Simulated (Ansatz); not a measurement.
## fcc against bcc along the alkali metals

Method: DFT, LDA (PW92), plane waves (420 eV) with PAW, scalar-relativistic (Ansatz 0.2.0). The PAW files were generated under PBE, with cores re-solved for the functional.

Each structure is relaxed within its symmetry, in the lowest magnetic state of the tried starts. Differences under about 8 meV lie within the error of the k-point mesh.

```json
{"element": "Li", "E(fcc) − E(bcc) (meV/atom)": "-2", "V(fcc) (Å³/atom)": "18.99", "V(bcc) (Å³/atom)": "19.02", "state of fcc": "spin not included", "state of bcc": "spin not included"}
{"element": "Na", "E(fcc) − E(bcc) (meV/atom)": "0", "V(fcc) (Å³/atom)": "33.49", "V(bcc) (Å³/atom)": "33.40", "state of fcc": "spin not included", "state of bcc": "spin not included"}
{"element": "K", "E(fcc) − E(bcc) (meV/atom)": "-1", "V(fcc) (Å³/atom)": "64.70", "V(bcc) (Å³/atom)": "64.33", "state of fcc": "spin not included", "state of bcc": "spin not included"}
{"element": "Rb", "E(fcc) − E(bcc) (meV/atom)": "-1", "V(fcc) (Å³/atom)": "78.39", "V(bcc) (Å³/atom)": "77.51", "state of fcc": "spin not included", "state of bcc": "spin not included"}
{"element": "Cs", "E(fcc) − E(bcc) (meV/atom)": "1", "V(fcc) (Å³/atom)": "96.17", "V(bcc) (Å³/atom)": "95.96", "state of fcc": "spin not included", "state of bcc": "spin not included"}
```
